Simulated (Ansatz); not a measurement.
# One structure, 4 elements: ScBe3, Ca3Sc, Sr3Sc, Ba3Sc

Plane-wave DFT in Ansatz with scalar-relativistic PAW potentials, cutoff 420 eV, Γ-centred meshes chosen by cell and gap, Gaussian smearing with energies taken to zero width. Every cell was relaxed (cell and atoms) in a run of its own, within the symmetry of its start. Functional: PBE.

All members share space group Pm-3m and the same sites; only the element on one set of sites changes (Be, Ca, Sr, Ba). Members needn't be the stable form of their composition. Energies over the elements, where given, are against the elements' standard states in the same functional (H₂, N₂, O₂ and halogens uncorrected, Hg as a solid). The first member:

Space group Pm-3m (No. 221). a = 3.708 Å, b = 3.708 Å, c = 3.708 Å, α = 90.00°, β = 90.00°, γ = 90.00°
```tsv
atom	site	symmetry	x	y	z
Sc	1a	m-3m	0.0000	0.0000	0.0000
Be	3c	4/mm.m	0.0000	0.5000	0.5000
```

| compound | V (Å³/atom) | a (Å) | energy over elements (eV/atom) |
| --- | --- | --- | --- |
| ScBe3 | 12.74 | 3.708 | 0.272 |
| Ca3Sc | 36.89 | 5.284 | 0.203 |
| Ba3Sc | 49.19 | 5.816 | 0.322 |

**Question.** Predict the member with Sr.

**Answer.** V (Å³/atom) 44.84, a (Å) 5.640, energy over elements (eV/atom) 0.300. Interpolating linearly in period between Ca and Ba would give 43.04 Å³/atom (4.0 % too small), with 0.263 eV/atom over the elements. Over the whole series the volume grows at each step down the group; all are metallic on the mesh; none is bound against its elements in this structure, and Ca comes closest.

Spin-orbit coupling is left out, which matters for the bands of heavy elements.